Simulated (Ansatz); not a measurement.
System (SMILES): [C-]#[S+] (C-S).
Atoms: C1, S2. Bonds: C1-S2.

Basis-set convergence of the highest harmonic wavenumber at PBE with Ansatz (a program for electronic structure). Each level at its own minimum, finite differences of forces, unscaled; the reference is a large set that could be run, not a limit. Cartesian d functions, on some or all atoms, in 6-31G**, 6-31+G*, 6-311G**, 6-311+G**; all else is spherical. The program fits the integrals of some runs and decomposes those of others, by size. No added dispersion term, no relativity. Reference: the value in aug-cc-pV(Q+d)Z, 1260 cm⁻¹. Deviations are taken from unrounded values.

| basis | functions |
|---|---|
| STO-3G | 14 |
| 3-21G | 22 |
| 6-31G | 22 |
| 6-31G** | 34 |
| 6-31+G* | 42 |
| 6-311G** | 45 |
| aug-pcseg-1 | 50 |
| 6-311+G** | 53 |
| 6-311++G(2d,2p) | 62 |
| 6-311++G(3df,3pd) | 86 |
| aug-pcseg-2 | 96 |

Question: Which is the smallest set listed that can be trusted to 50 cm⁻¹ here, that is, within that of the reference together with its larger relatives (same family, alike in diffuse functions; a set with none to test it counts only in the reference's own line)?

Answer: The smallest set listed that lies within 50 cm⁻¹ of the reference with all its larger relatives (same family, alike in diffuse functions; a set with none counts only in the reference's own line) is 6-31G** (34 functions, -18 cm⁻¹ off). Value minus reference: STO-3G 70, 3-21G -145, 6-31G -130, 6-31G** -18, 6-31+G* -10, 6-311G** -8, aug-pcseg-1 -2, 6-311+G** -2, 6-311++G(2d,2p) -12, 6-311++G(3df,3pd) 4, aug-pcseg-2 -1 cm⁻¹.
